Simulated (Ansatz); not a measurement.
# HS2Si with multiplicity 2: shift of H4 from Si2 to S1

Wanted: the energy profile along the shift of H4 from Si2 to S1, from relaxed end points and a band of images. SMILES of the start: [S][SiH]=S.

All numbers below are computed with Ansatz 0.2.0 (UKS BHLYP-D4/def2-SVP).

## 1. The system as given

Bond lengths: S1–Si2 2.035 Å, Si2–S3 2.035 Å, Si2–H4 1.442 Å. Angles: S1–Si2–S3 118.4°, S1–Si2–H4 120.8°, S3–Si2–H4 120.8°.

As a file:

```xyz
4

S    -1.5972   -0.4807    1.0240
Si    0.1402   -0.0035    0.0789
S     0.0804    0.3868   -1.9170
H     1.3766    0.0974    0.8141
```

## 2. End point A

Input file input.yaml:

```yaml
crystal:
  periodic: [false, false, false]
  atoms:
    - { symbol: S, position_ang: [-1.5972, -0.48071, 1.02404] }
    - { symbol: Si, position_ang: [0.14023, -0.00354, 0.07887] }
    - { symbol: S, position_ang: [0.08038, 0.38679, -1.91705] }
    - { symbol: H, position_ang: [1.37659, 0.09745, 0.81414] }
magnetization:
  spin_polarized: true
  initial_magnetization: 1
basis:
  gaussian: { orbitals: def2-SVP }
hamiltonian:
  xc: { name: BHLYP }
  dispersion: d4
relax:
  f_tol: 0.02
  max_steps: 50
```

Run with:

```console
$ ansatz run input.yaml --threads 1 --pin off --max-ram 2048MiB --backend cpu --events-out ev --progress --plain --runs-dir out
```

What it wrote, cut to the lines that bear on the results:

```text
Warning: RAYON_NUM_THREADS=1 ignored (pool sized by the plan → 1); use --threads N
[...]
Functional definition: BHLYP
[...]
569 factors; integrals over basis functions are off by at most 2.9e-4 eV
[...]
mean field -29555.04486666 eV, -1086.1278657210 hartree, gradient 1.3e-7 eV, S^2 0.769535; 4 other end points of the search recorded, 0 dependent functions left out
[...]
reference -29555.04499440 eV, -1086.1278704153 hartree; 24, 23 occupied and 35, 36 virtual orbitals, 569 factors
relax step   1: F+E_penalty+E_count = -29555.24080919 eV  Δ(F+E_penalty+E_count) = +0.000e0 eV  max|allowed force component| = 1.210e0 eV/Å  Δτ_max = 0.0000 Å  (137 SCF iters, accepted)
[...]
relax step   4: F+E_penalty+E_count = -29555.32037284 eV  Δ(F+E_penalty+E_count) = -2.099e-5 eV  max|allowed force component| = 3.077e-3 eV/Å  Δτ_max = 0.0012 Å  (68 SCF iters, accepted)
[...]
relax step   7: F+E_penalty+E_count = -29555.32037358 eV  Δ(F+E_penalty+E_count) = -1.496e-7 eV  max|allowed force component| = 2.045e-3 eV/Å  Δτ_max = 0.0001 Å  (29 SCF iters, accepted)
[...]
relax step  10: F+E_penalty+E_count = -29555.32042819 eV  Δ(F+E_penalty+E_count) = -4.360e-5 eV  max|allowed force component| = 1.880e-2 eV/Å  Δτ_max = 0.0019 Å  (37 SCF iters, accepted)
[...]
relax step  11: F+E_penalty+E_count = -29555.32059456 eV  Δ(F+E_penalty+E_count) = -1.664e-4 eV  max|allowed force component| = 3.651e-2 eV/Å  Δτ_max = 0.0036 Å  (39 SCF iters, accepted)
[...]
relax step  12: F+E_penalty+E_count = -29555.32123598 eV  Δ(F+E_penalty+E_count) = -6.414e-4 eV  max|allowed force component| = 6.117e-2 eV/Å  Δτ_max = 0.0073 Å  (44 SCF iters, accepted)
[...]
569 factors; integrals over basis functions are off by at most 2.9e-4 eV
mean field -29555.12303550 eV, -1086.1307383728 hartree, gradient 1.7e-5 eV, S^2 0.762629; 0 other end points of the search recorded, 0 dependent functions left out
[...]
reference -29555.12316426 eV, -1086.1307431045 hartree; 24, 23 occupied and 35, 36 virtual orbitals, 569 factors
```

## 3. More of the same log: end point A relaxed

The log, continued, cut to the lines that bear on the results:

```text
relax step  13: F+E_penalty+E_count = -29555.32342089 eV  Δ(F+E_penalty+E_count) = -2.185e-3 eV  max|allowed force component| = 1.003e-1 eV/Å  Δτ_max = 0.0162 Å  (43 SCF iters, accepted)
[...]
relax step  15: F+E_penalty+E_count = -29555.33204815 eV  Δ(F+E_penalty+E_count) = -5.250e-3 eV  max|allowed force component| = 3.227e-1 eV/Å  Δτ_max = 0.0333 Å  (49 SCF iters, accepted)
[...]
relax step  17: F+E_penalty+E_count = -29555.19431513 eV  Δ(F+E_penalty+E_count) = +1.377e-1 eV  max|allowed force component| = 2.235e0 eV/Å  Δτ_max = 0.0974 Å  (51 SCF iters, rejected (line search))
[...]
relax step  19: F+E_penalty+E_count = -29555.33949835 eV  Δ(F+E_penalty+E_count) = +2.653e-3 eV  max|allowed force component| = 4.435e-1 eV/Å  Δτ_max = 0.0702 Å  (74 SCF iters, rejected (line search))
[...]
relax step  21: F+E_penalty+E_count = -29555.34498440 eV  Δ(F+E_penalty+E_count) = -1.757e-4 eV  max|allowed force component| = 1.495e-2 eV/Å  Δτ_max = 0.0124 Å  (43 SCF iters, accepted)
569 factors; integrals over basis functions are off by at most 3.3e-4 eV
[...]
mean field -29555.14918864 eV, -1086.1316994827 hartree, gradient 1.0e-5 eV, S^2 0.755989; 5 other end points of the search recorded, 0 dependent functions left out
[...]
reference -29555.14931606 eV, -1086.1317041654 hartree; 24, 23 occupied and 35, 36 virtual orbitals, 569 factors
Total energy: -29555.34511182 eV, -1086.1388995269 hartree
Atom 0 at    -1.547769    -0.483208     1.063608 Å, force     0.007442     0.005598    -0.006884 eV/Å
Atom 1 at     0.151274     0.032152    -0.016936 Å, force    -0.005492    -0.014952     0.014434 eV/Å
Atom 2 at     0.073756     0.381990    -1.924780 Å, force    -0.002099     0.004813    -0.007469 eV/Å
Atom 3 at     1.322738     0.069055     0.878107 Å, force     0.000148     0.004541    -0.000081 eV/Å
Dipole moment:     0.152551    -0.070819     0.518856 e Å
```

Run time: 59 s. Hardware: 1 thread of Arm Neoverse V2, shared host; peak memory 0.15 GiB.

Step by step:

```csv
step,energy from step 1 (eV),largest force component (eV/Å)
1,0.0000,1.2099
2,-0.0736,0.3780
3,-0.0795,0.0230
4,-0.0796,0.0031
5,-0.0796,0.0015
6,-0.0796,0.0017
7,-0.0796,0.0020
8,-0.0796,0.0042
9,-0.0796,0.0084
10,-0.0796,0.0188
11,-0.0798,0.0365
12,-0.0804,0.0612
13,-0.0826,0.1003
14,-0.0860,0.2009
15,-0.0912,0.3227
16x,-0.0243,1.3749
17x,0.0465,2.2345
18,-0.1013,0.1250
19x,-0.0987,0.4435
20,-0.1040,0.0148
21,-0.1042,0.0150
```

Step 1 is the start. 3 steps were tried and not accepted (marked x).

After: Bond lengths: S1–Si2 2.078 Å, Si2–S3 1.941 Å, Si2–H4 1.475 Å. Angles: S1–Si2–S3 121.5°, S1–Si2–H4 109.9°, S3–Si2–H4 128.6°.

## 4. End point B

The second end starts from a geometry with the move made by hand.

Edit input.yaml of step 2 so:

```diff
@@ -6,3 +6,3 @@
     - { symbol: S, position_ang: [0.08038, 0.38679, -1.91705] }
-    - { symbol: H, position_ang: [1.37659, 0.09745, 0.81414] }
+    - { symbol: H, position_ang: [-2.46319, -0.81192, 2.04618] }
 magnetization:
```

Run with:

```console
$ ansatz run input.yaml --threads 1 --pin off --max-ram 2048MiB --backend cpu --events-out ev --progress --plain --runs-dir out
```

What it wrote, cut to the lines that bear on the results:

```text
Warning: RAYON_NUM_THREADS=1 ignored (pool sized by the plan → 1); use --threads N
[...]
[... 1 set-up line as earlier in the session ...]
[...]
571 factors; integrals over basis functions are off by at most 3.0e-4 eV
[...]
mean field -29553.71058065 eV, -1086.0788316144 hartree, gradient 4.4e-5 eV, S^2 0.764938; 4 other end points of the search recorded, 0 dependent functions left out
[...]
reference -29553.71071778 eV, -1086.0788366539 hartree; 24, 23 occupied and 35, 36 virtual orbitals, 571 factors
relax step   1: F+E_penalty+E_count = -29553.90170514 eV  Δ(F+E_penalty+E_count) = +0.000e0 eV  max|allowed force component| = 2.959e0 eV/Å  Δτ_max = 0.0000 Å  (66 SCF iters, accepted)
[...]
relax step   3: F+E_penalty+E_count = -29555.13187598 eV  Δ(F+E_penalty+E_count) = -5.327e-1 eV  max|allowed force component| = 1.461e0 eV/Å  Δτ_max = 0.1954 Å  (36 SCF iters, accepted)
[...]
relax step  10: F+E_penalty+E_count = -29555.54096559 eV  Δ(F+E_penalty+E_count) = -2.907e-5 eV  max|allowed force component| = 3.582e-3 eV/Å  Δτ_max = 0.0016 Å  (26 SCF iters, accepted)
571 factors; integrals over basis functions are off by at most 3.1e-4 eV
[...]
mean field -29555.34839027 eV, -1086.1390200076 hartree, gradient 4.4e-5 eV, S^2 0.761070; 1 other end points of the search recorded, 0 dependent functions left out
[...]
reference -29555.34852017 eV, -1086.1390247814 hartree; 24, 23 occupied and 35, 36 virtual orbitals, 571 factors
Total energy: -29555.54109549 eV, -1086.1461017939 hartree
Atom 0 at    -2.134956    -0.514976     0.748085 Å, force     0.003582     0.000795    -0.000902 eV/Å
Atom 1 at    -0.134122    -0.054994     0.154674 Å, force    -0.003293    -0.000911     0.001811 eV/Å
Atom 2 at     0.263776     0.370769    -1.712991 Å, force     0.000533     0.000431    -0.001793 eV/Å
Atom 3 at    -1.834478    -0.710179     2.042272 Å, force    -0.000821    -0.000315     0.000884 eV/Å
Dipole moment:    -0.097497    -0.131501     0.599884 e Å
```

Wall time 23 s (1 thread of Arm Neoverse V2, shared host); peak memory 0.15 GiB.

The steps of the relaxation:

```csv
step,energy from step 1 (eV),largest force component (eV/Å)
1,0.0000,2.9590
2,-0.6974,2.2504
3,-1.2302,1.4611
4,-1.4822,1.7368
5,-1.5867,0.9298
6,-1.6286,0.4897
7,-1.6390,0.0438
8,-1.6392,0.0371
9,-1.6392,0.0321
10,-1.6393,0.0036
```

Step 1 is the start.

After: Bond lengths: S1–Si2 2.137 Å, Si2–S3 1.956 Å, S1–H4 1.343 Å. Angles: S1–Si2–S3 120.2°, Si2–S1–H4 95.1°.

## 5. The band

crystal.atoms is end A as relaxed above, and neb.final_atoms is end B, turned to lie on A. With 5 inner images the band has 7 in all. The start path is listed, through a guess of the saddle.

Input file input.yaml:

```yaml
crystal:
  periodic: [false, false, false]
  atoms:
    - { symbol: S, position_ang: [-1.547769, -0.483208, 1.063608] }
    - { symbol: Si, position_ang: [0.151274, 0.032152, -0.016936] }
    - { symbol: S, position_ang: [0.073756, 0.38199, -1.92478] }
    - { symbol: H, position_ang: [1.322738, 0.069055, 0.878107] }
magnetization:
  spin_polarized: true
  initial_magnetization: 1
basis:
  gaussian: { orbitals: def2-SVP }
hamiltonian:
  xc: { name: BHLYP }
  dispersion: d4
neb:
  order_check: false
  images: 5
  f_tol: 0.03
  max_iterations: 60
  final_atoms:
    - { symbol: S, position_ang: [-0.58520263, -0.31746558, 1.10172747] }
    - { symbol: Si, position_ang: [0.51242715, 0.21790297, -0.65202454] }
    - { symbol: S, position_ang: [-0.4038859, 0.38280901, -2.37276447] }
    - { symbol: H, position_ang: [0.47666037, -0.28325741, 1.92306053] }
  initial_path:
    images:
      - { positions_ang: [[-1.547769, -0.483208, 1.063608], [0.151274, 0.032152, -0.016936], [0.073756, 0.38199, -1.92478], [1.322738, 0.069055, 0.878107]] }
      - { positions_ang: [[-1.35076782, -0.44920301, 1.08094056], [0.24941618, 0.0586821, -0.10248011], [-0.00278255, 0.38813835, -2.01507174], [1.10413318, 0.00237156, 1.03661028]] }
      - { positions_ang: [[-1.15376663, -0.41519802, 1.09827313], [0.34755836, 0.0852122, -0.18802421], [-0.0793211, 0.3942867, -2.10536347], [0.88552837, -0.06431188, 1.19511356]] }
      - { positions_ang: [[-0.95676545, -0.38119303, 1.11560569], [0.44570055, 0.1117423, -0.27356832], [-0.15585965, 0.40043504, -2.19565521], [0.66692355, -0.13099532, 1.35361684]] }
      - { positions_ang: [[-0.83291118, -0.35995054, 1.11097962], [0.46794275, 0.14712919, -0.39972039], [-0.23853507, 0.3945597, -2.25469163], [0.60350249, -0.18174935, 1.54343141]] }
      - { positions_ang: [[-0.7090569, -0.33870806, 1.10635355], [0.49018495, 0.18251608, -0.52587247], [-0.32121048, 0.38868436, -2.31372805], [0.54008143, -0.23250338, 1.73324597]] }
      - { positions_ang: [[-0.58520263, -0.31746558, 1.10172747], [0.51242715, 0.21790297, -0.65202454], [-0.4038859, 0.38280901, -2.37276447], [0.47666037, -0.28325741, 1.92306053]] }
```

Run with:

```console
$ ansatz run input.yaml --threads 1 --pin off --max-ram 2048MiB --backend cpu --events-out ev --progress --plain --runs-dir out
```

What it wrote, cut to the lines that bear on the results:

```text
Warning: RAYON_NUM_THREADS=1 ignored (pool sized by the plan → 1); use --threads N
[...]
[... 1 set-up line as earlier in the session ...]
[...]
568 factors; integrals over basis functions are off by at most 3.5e-4 eV
[...]
mean field -29555.14918762 eV, -1086.1316994455 hartree, gradient 1.2e-6 eV, S^2 0.755989; 4 other end points of the search recorded, 0 dependent functions left out
[...]
reference -29555.14931496 eV, -1086.1317041251 hartree; 24, 23 occupied and 35, 36 virtual orbitals, 568 factors
570 factors; integrals over basis functions are off by at most 7.7e-4 eV
[...]
mean field -29555.34838563 eV, -1086.1390198373 hartree, gradient 8.3e-5 eV, S^2 0.761070; 0 other end points of the search recorded, 0 dependent functions left out
[...]
reference -29555.34851530 eV, -1086.1390246024 hartree; 24, 23 occupied and 35, 36 virtual orbitals, 570 factors
[...]
reference -29554.47503916 eV, -1086.1069249466 hartree; 24, 23 occupied and 35, 36 virtual orbitals, 568 factors
[...]
569 factors; integrals over basis functions are off by at most 1.3e-3 eV
mean field -29553.89542796 eV, -1086.0856246279 hartree, gradient 1.4e-5 eV, S^2 0.762611; 0 other end points of the search recorded, 0 dependent functions left out
[...]
reference -29553.89555136 eV, -1086.0856291627 hartree; 24, 23 occupied and 35, 36 virtual orbitals, 569 factors
[...]
570 factors; integrals over basis functions are off by at most 1.1e-3 eV
[...]
mean field -29554.64997917 eV, -1086.1133538733 hartree, gradient 1.6e-5 eV, S^2 0.757361; 0 other end points of the search recorded, 0 dependent functions left out
[...]
reference -29554.65010229 eV, -1086.1133583977 hartree; 24, 23 occupied and 35, 36 virtual orbitals, 570 factors
[...]
570 factors; integrals over basis functions are off by at most 8.2e-4 eV
mean field -29555.18154382 eV, -1086.1328885137 hartree, gradient 5.3e-5 eV, S^2 0.758628; 0 other end points of the search recorded, 0 dependent functions left out
[...]
```

## 6. The log goes on: band between the two ends

Output, continued, cut to the lines that bear on the results:

```text
reference -29555.18166983 eV, -1086.1328931446 hartree; 24, 23 occupied and 35, 36 virtual orbitals, 570 factors
NEB iter   3: max|band force component| = 4.291e-1 eV/Å  barrier→ = 1.2637 eV  barrier← = 1.4597 eV  CI = image 3  Δτ_max = 0.0181 Å  (177 SCF iters)
[...]
NEB iter   5: max|band force component| = 3.169e-2 eV/Å  barrier→ = 1.2619 eV  barrier← = 1.4579 eV  CI = image 3  Δτ_max = 0.0067 Å  (144 SCF iters)
[...]
NEB iter   6: max|band force component| = 1.649e-2 eV/Å  barrier→ = 1.2618 eV  barrier← = 1.4578 eV  CI = image 3  Δτ_max = 0.0000 Å  (349 SCF iters)
Total energy: -29554.08327026 eV, -1086.0925277047 hartree
Atom 0 at    -0.923698    -0.425321     1.342339 Å, force    -0.001278    -0.000793     0.000941 eV/Å
Atom 1 at     0.140862     0.086882    -0.328180 Å, force     0.000533     0.002353    -0.000186 eV/Å
Atom 2 at     0.076332     0.439715    -2.229292 Å, force     0.000472    -0.001279     0.001872 eV/Å
Atom 3 at     0.706503    -0.101286     1.215131 Å, force     0.000274    -0.000281    -0.002627 eV/Å
Dipole moment:     0.097241    -0.053789     0.372269 e Å
this run last wrote the band of iteration 6 to <dir>
```

It took 87 s on 1 thread of Arm Neoverse V2, shared host; peak memory 0.16 GiB.

## 7. Images and barrier

The 5 inner images lie between the fixed ends 0 and 6. Energy is taken from image 0, and the path length is the program's own coordinate along the band.

| image | path (Å) | energy (eV) | H4–Si2 (Å) | H4–S1 (Å) | band force (eV/Å) |
| --- | --- | --- | --- | --- | --- |
| 0 | 0.000 | 0.0000 | 1.47 | 2.93 | - |
| 1 | 0.378 | 0.1473 | 1.48 | 2.56 | 0.001 |
| 2 | 0.757 | 0.6654 | 1.53 | 2.11 | 0.002 |
| 3* | 1.135 | 1.2618 | 1.65 | 1.67 | 0.003 |
| 4 | 1.522 | 0.5113 | 1.96 | 1.38 | 0.016 |
| 5 | 1.908 | -0.0276 | 2.32 | 1.34 | 0.007 |
| 6 | 2.295 | -0.1960 | 2.62 | 1.34 | - |

The star marks the climbing image.

image, energy (eV) and a bar:
```
        0      0.000 ####
        1      0.147 #######
        2      0.665 ##################
        3      1.262 ##############################
        4      0.511 ###############
        5     -0.028 ###
        6     -0.196
```

The top of the band by iteration:

```csv
iteration,highest image above image 0 (eV),largest band force (eV/Å)
1,1.6394,2.645
2,1.2928,0.758
3,1.2637,0.429
4,1.2625,0.166
5,1.2619,0.032
6,1.2618,0.016
```

Positions of all images (Å):

```xyz
4
image=0 dE=0.0000
S    -1.548   -0.483    1.064
Si    0.151    0.032   -0.017
S     0.074    0.382   -1.925
H     1.323    0.069    0.878
4
image=1 dE=0.1473
S    -1.375   -0.484    1.233
Si    0.096    0.043   -0.134
S     0.160    0.419   -2.035
H     1.119    0.022    0.936
4
image=2 dE=0.6654
S    -1.141   -0.458    1.311
Si    0.089    0.060   -0.233
S     0.144    0.435   -2.136
H     0.908   -0.037    1.057
4
image=3 dE=1.2618
S    -0.924   -0.425    1.342
Si    0.141    0.087   -0.328
S     0.076    0.440   -2.229
H     0.707   -0.101    1.215
4
image=4 dE=0.5113
S    -0.764   -0.394    1.330
Si    0.229    0.124   -0.451
S    -0.060    0.437   -2.332
H     0.594   -0.167    1.453
4
image=5 dE=-0.0276
S    -0.682   -0.360    1.231
Si    0.349    0.165   -0.557
S    -0.226    0.420   -2.393
H     0.559   -0.226    1.719
4
image=6 dE=-0.1960
S    -0.585   -0.317    1.102
Si    0.512    0.218   -0.652
S    -0.404    0.383   -2.373
H     0.477   -0.283    1.923
```

## 8. Frequencies at the highest image

The geometry is the highest inner image of the first converged band.

Input file input.yaml:

```yaml
crystal:
  periodic: [false, false, false]
  atoms:
    - { symbol: S, position_ang: [-0.923698, -0.425321, 1.342339] }
    - { symbol: Si, position_ang: [0.140862, 0.086882, -0.32818] }
    - { symbol: S, position_ang: [0.076332, 0.439715, -2.229292] }
    - { symbol: H, position_ang: [0.706503, -0.101286, 1.215131] }
magnetization:
  spin_polarized: true
  initial_magnetization: 1
basis:
  gaussian: { orbitals: def2-SVP }
hamiltonian:
  xc: { name: BHLYP }
  dispersion: d4
phonons: {}
```

Run with:

```console
$ ansatz run input.yaml --threads 1 --pin off --max-ram 2048MiB --backend cpu --events-out ev --progress --plain --runs-dir out
```

What it wrote, cut to the lines that bear on the results:

```text
Warning: RAYON_NUM_THREADS=1 ignored (pool sized by the plan → 1); use --threads N
[...]
[... 1 set-up line as earlier in the session ...]
[...]
569 factors; integrals over basis functions are off by at most 4.0e-4 eV
[...]
mean field -29553.89706497 eV, -1086.0856847868 hartree, gradient 4.0e-5 eV, S^2 0.763447; 0 other end points of the search recorded, 0 dependent functions left out
[...]
reference -29553.89718872 eV, -1086.0856893344 hartree; 24, 23 occupied and 35, 36 virtual orbitals, 569 factors
[...]
569 factors; integrals over basis functions are off by at most 4.0e-4 eV
mean field -29553.89703073 eV, -1086.0856835283 hartree, gradient 1.7e-6 eV, S^2 0.763392; 0 other end points of the search recorded, 0 dependent functions left out
[...]
reference -29553.89715448 eV, -1086.0856880760 hartree; 24, 23 occupied and 35, 36 virtual orbitals, 569 factors
[...]
569 factors; integrals over basis functions are off by at most 4.0e-4 eV
[...]
569 factors; integrals over basis functions are off by at most 4.0e-4 eV
[...]
mean field -29553.89706327 eV, -1086.0856847244 hartree, gradient 2.6e-6 eV, S^2 0.763429; 0 other end points of the search recorded, 0 dependent functions left out
[...]
reference -29553.89718702 eV, -1086.0856892721 hartree; 24, 23 occupied and 35, 36 virtual orbitals, 569 factors
WARN: phonons: modes at or below zero, which the zero-point energy, F, S and C_V leave out: 1, the lowest at -1624.36 cm⁻¹. A minimum has none, and a first-order saddle one
Total energy: -29554.08326672 eV, -1086.0925275747 hartree
Atom 0 at    -0.923698    -0.425321     1.342339 Å, force    -0.001300    -0.000804     0.000973 eV/Å
Atom 1 at     0.140862     0.086882    -0.328180 Å, force     0.000547     0.002369    -0.000265 eV/Å
Atom 2 at     0.076332     0.439715    -2.229292 Å, force     0.000475    -0.001286     0.001919 eV/Å
Atom 3 at     0.706503    -0.101286     1.215131 Å, force     0.000279    -0.000278    -0.002627 eV/Å
Dipole moment:     0.097242    -0.053789     0.372268 e Å
Vibrations: -1624.36 205.40 226.60 515.36 816.66 1705.52 cm⁻¹, zero-point energy 0.215084 eV
```

Run time: 34 s. Hardware: 1 thread of Arm Neoverse V2, shared host; peak memory 0.15 GiB.

Of 6 modes, 1 is imaginary by more than 30 cm⁻¹ (1624i cm⁻¹).

## 9. Dynamics from the top

It starts at the highest inner image of the first converged band: 200 steps of 0.5 fs at constant energy, with velocities drawn for 300 K.

Edit input.yaml of step 8 so:

```diff
@@ -15,2 +15,8 @@
   dispersion: d4
-phonons: {}
+md:
+  timestep: 0.5
+  n_steps: 200
+  ensemble: nve
+  temperature: 300.0
+  initial_velocities: maxwell_boltzmann
+  seed: 11146
```

Run with:

```console
$ ansatz run input.yaml --threads 1 --pin off --max-ram 2048MiB --backend cpu --events-out ev --progress --plain --runs-dir out
```

What it wrote, cut to the lines that bear on the results:

```text
Warning: RAYON_NUM_THREADS=1 ignored (pool sized by the plan → 1); use --threads N
[...]
[... 1 set-up line as earlier in the session ...]
[...]
569 factors; integrals over basis functions are off by at most 4.0e-4 eV
[...]
mean field -29553.89706497 eV, -1086.0856847868 hartree, gradient 4.0e-5 eV, S^2 0.763447; 0 other end points of the search recorded, 0 dependent functions left out
[...]
reference -29553.89718872 eV, -1086.0856893344 hartree; 24, 23 occupied and 35, 36 virtual orbitals, 569 factors
md step     0: t =     0.00 fs  T =   300.0 K  F+E_penalty+E_count = -29554.08314297 eV  E_kin = 0.077556 eV  conserved = -29554.00558697 eV  (31 SCF iters)
[...]
md step    25: t =    12.50 fs  T =  3192.7 K  F+E_penalty+E_count = -29554.83081932 eV  E_kin = 0.825370 eV  conserved = -29554.00544905 eV  (30 SCF iters, 3 dispersion substeps)
[...]
md step    50: t =    25.00 fs  T =  2782.0 K  F+E_penalty+E_count = -29554.72584407 eV  E_kin = 0.719196 eV  conserved = -29554.00664827 eV  (32 SCF iters, 3 dispersion substeps)
[...]
md step    75: t =    37.50 fs  T =  3494.5 K  F+E_penalty+E_count = -29554.90905578 eV  E_kin = 0.903391 eV  conserved = -29554.00566495 eV  (34 SCF iters, 3 dispersion substeps)
[...]
md step    98: t =    49.00 fs  T =  2999.5 K  F+E_penalty+E_count = -29554.78424645 eV  E_kin = 0.775423 eV  conserved = -29554.00882342 eV  (37 SCF iters, 3 dispersion substeps)
md step    99: t =    49.50 fs  T =  2717.6 K  F+E_penalty+E_count = -29554.71097570 eV  E_kin = 0.702551 eV  conserved = -29554.00842507 eV  (38 SCF iters, 3 dispersion substeps)
```

(Part 1 of 2 ends here.)
